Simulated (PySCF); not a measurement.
Simulated outer-valence photoelectron spectrum of `OO` (hydrogen peroxide). Level of theory: EOM-IP-CCSD/aug-cc-pVTZ in PySCF, restricted Hartree–Fock reference, 2 core orbitals frozen, non-relativistic, gas phase, PBE0-D3(BJ)/def2-SVP geometry.

Each root has a Gaussian of 0.3 eV full width with its one-hole share as area; cross sections and vibrations are left out, and the highest printed point is 100.

```json
{"ionisation energy (eV)": "10.2", "intensity": "0"}
{"ionisation energy (eV)": "10.4", "intensity": "17"}
{"ionisation energy (eV)": "10.6", "intensity": "62"}
{"ionisation energy (eV)": "10.8", "intensity": "19"}
{"ionisation energy (eV)": "11.0", "intensity": "0"}
{"ionisation energy (eV)": "11.2", "intensity": "0"}
{"ionisation energy (eV)": "11.4", "intensity": "0"}
{"ionisation energy (eV)": "11.6", "intensity": "0"}
{"ionisation energy (eV)": "11.8", "intensity": "0"}
{"ionisation energy (eV)": "12.0", "intensity": "0"}
{"ionisation energy (eV)": "12.2", "intensity": "0"}
{"ionisation energy (eV)": "12.4", "intensity": "0"}
{"ionisation energy (eV)": "12.6", "intensity": "0"}
{"ionisation energy (eV)": "12.8", "intensity": "0"}
{"ionisation energy (eV)": "13.0", "intensity": "0"}
{"ionisation energy (eV)": "13.2", "intensity": "0"}
{"ionisation energy (eV)": "13.4", "intensity": "0"}
{"ionisation energy (eV)": "13.6", "intensity": "10"}
{"ionisation energy (eV)": "13.8", "intensity": "58"}
{"ionisation energy (eV)": "14.0", "intensity": "30"}
{"ionisation energy (eV)": "14.2", "intensity": "1"}
{"ionisation energy (eV)": "14.4", "intensity": "0"}
{"ionisation energy (eV)": "14.6", "intensity": "7"}
{"ionisation energy (eV)": "14.8", "intensity": "53"}
{"ionisation energy (eV)": "15.0", "intensity": "34"}
{"ionisation energy (eV)": "15.2", "intensity": "2"}
{"ionisation energy (eV)": "15.4", "intensity": "0"}
{"ionisation energy (eV)": "15.6", "intensity": "0"}
{"ionisation energy (eV)": "15.8", "intensity": "0"}
{"ionisation energy (eV)": "16.0", "intensity": "0"}
{"ionisation energy (eV)": "16.2", "intensity": "0"}
{"ionisation energy (eV)": "16.4", "intensity": "0"}
{"ionisation energy (eV)": "16.6", "intensity": "0"}
{"ionisation energy (eV)": "16.8", "intensity": "0"}
{"ionisation energy (eV)": "17.0", "intensity": "0"}
{"ionisation energy (eV)": "17.2", "intensity": "0"}
{"ionisation energy (eV)": "17.4", "intensity": "0"}
{"ionisation energy (eV)": "17.6", "intensity": "0"}
{"ionisation energy (eV)": "17.8", "intensity": "6"}
{"ionisation energy (eV)": "18.0", "intensity": "75"}
{"ionisation energy (eV)": "18.2", "intensity": "100"}
{"ionisation energy (eV)": "18.4", "intensity": "15"}
{"ionisation energy (eV)": "18.6", "intensity": "0"}
```

Question: Where are the maxima, and how many lines lie under the curve?

Answer: 4 maxima, at 10.6, 13.8, 14.9 and 18.1 eV, from 5 lines. At this width some lines have no maximum of their own.

Question: List the lines with their holes.

Answer: 
```
E (eV)  leading hole (HF orbital)  area  Koopmans (eV)
 10.60                       HOMO  0.95          12.40
 13.85                     HOMO-1  0.96          14.89
 14.86                     HOMO-2  0.93          17.27
 18.08                     HOMO-4  0.93          19.97
 18.17                     HOMO-3  0.96          18.39
```

The widest gap, 3.25 eV, lies between 10.60 and 13.85 eV. Only orbitals with −ε under 21 eV, eight at most, were ionised, so the high end of the curve may lack lines.

The values belong to the conformer `[OH:1][OH:2]`: H–O1–O2–H 180°.
